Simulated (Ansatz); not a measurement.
in.yaml

```yaml
crystal:
  periodic: [false, false, false]
  atoms:
    - {symbol: B, position_ang: [-2.935911, 0.000000, -0.000001]}
    - {symbol: H, position_ang: [-3.532644, 1.033572, -0.000002]}
    - {symbol: H, position_ang: [-3.532644, -1.033571, -0.000002]}
    - {symbol: H, position_ang: [-1.742445, 0.000000, -0.000001]}
    - {symbol: Ge, position_ang: [0.518089, 0.000000, 0.000000]}
    - {symbol: H, position_ang: [0.986757, -1.465915, 0.000000]}
    - {symbol: H, position_ang: [0.986759, 0.732957, -1.269519]}
    - {symbol: H, position_ang: [0.986758, 0.732957, 1.269520]}
basis:
  gaussian: {orbitals: cc-pVDZ}
magnetization: {spin_polarized: true, initial_magnetization: 1}
correlation: {method: ccsd_t, electrons: outside_noble_gas}
output: {forces: true}
```

```sh
$ ansatz run in.yaml --threads 1 --pin off --events-out ev --progress --plain --max-ram 4096MiB --backend cpu
```

Output:

```
714 factors; integrals over basis functions are off by at most 1.2e-3 eV
mean field evaluation 1: about -57235.4423 eV, gradient 9.5e0 eV
mean field evaluation 2: about -57235.4700 eV, gradient 9.6e0 eV
mean field evaluation 4: about -57236.5662 eV, gradient 6.1e-1 eV
mean field evaluation 8: about -57236.5749 eV, gradient 2.2e-3 eV
mean field evaluation 16: about -57236.5749 eV, gradient 7.4e-6 eV
mean field evaluation 32: about -57233.6445 eV, gradient 9.2e-3 eV
mean field -57236.57494833 eV, -2103.4053330072 hartree, gradient 7.4e-6 eV, S^2 0.756760; 1 other end points of the search recorded, 0 dependent functions left out
determinant -57236.57494833 eV, -2103.4053330072 hartree, with singles and doubles -57243.04881685 eV, -2103.6432432870 hartree
determinant -57233.64445555 eV, -2103.2976393839 hartree, with singles and doubles -57240.48644446 eV, -2103.5490778386 hartree
15 core orbitals not correlated: weight in the atoms' cores, before any rotation towards them, 0.999 or more for the frozen orbitals, at most 0.000 for the correlated occupied ones
reference -57236.57494833 eV, -2103.4053330072 hartree; 7, 6 occupied and 49, 50 virtual orbitals, 714 factors
second order -5.12640930 eV of doubles, -0.00000000 eV of singles
cycle   1  -6.47389588 eV  change   -2.7e-5 eV  update   2.6e-4
cycle   2  -6.47392669 eV  change   -3.1e-5 eV  update   1.6e-4
cycle   3  -6.47391867 eV  change    8.0e-6 eV  update   5.7e-5
cycle   4  -6.47390776 eV  change    1.1e-5 eV  update   1.9e-5
cycle   5  -6.47391532 eV  change   -7.6e-6 eV  update   5.1e-6
cycle   6  -6.47392354 eV  change   -8.2e-6 eV  update   2.0e-6
cycle   7  -6.47392482 eV  change   -1.3e-6 eV  update   5.6e-7
perturbative correction -0.11286499 eV, -0.0041477118 hartree
the calculation of the forces begins
Total energy: -57243.16173814 eV, -2103.6473930680 hartree
Atom 0 at    -2.935911     0.000000    -0.000001 Å, force    -0.549075     0.001401    -0.000000 eV/Å
Atom 1 at    -3.532644     1.033572    -0.000002 Å, force    -0.184824     0.354028    -0.000000 eV/Å
Atom 2 at    -3.532644    -1.033571    -0.000002 Å, force    -0.185074    -0.353661    -0.000000 eV/Å
Atom 3 at    -1.742445     0.000000    -0.000001 Å, force     0.039050    -0.000087     0.000000 eV/Å
Atom 4 at     0.518089     0.000000     0.000000 Å, force     0.543243    -0.007797     0.000000 eV/Å
Atom 5 at     0.986757    -1.465915     0.000000 Å, force     0.113829    -0.141900     0.000000 eV/Å
Atom 6 at     0.986759     0.732957    -1.269519 Å, force     0.111426     0.074007    -0.126291 eV/Å
Atom 7 at     0.986758     0.732957     1.269520 Å, force     0.111425     0.074007     0.126291 eV/Å
Dipole moment:    -0.152916    -0.000207    -0.000000 e Å
```

Forces (eV/Å):
```
B   -0.549  0.001  0.000
H   -0.185  0.354  0.000
H   -0.185 -0.354  0.000
H    0.039  0.000  0.000
Ge   0.543 -0.008  0.000
H    0.114 -0.142  0.000
H    0.111  0.074 -0.126
H    0.111  0.074  0.126
```

For the same geometry and basis UCCSDT(Q) lies 30.2 meV lower.

Ran on 1 thread of AMD EPYC 7R13, shared host: 14 s wall, 0.35 GiB peak host memory.
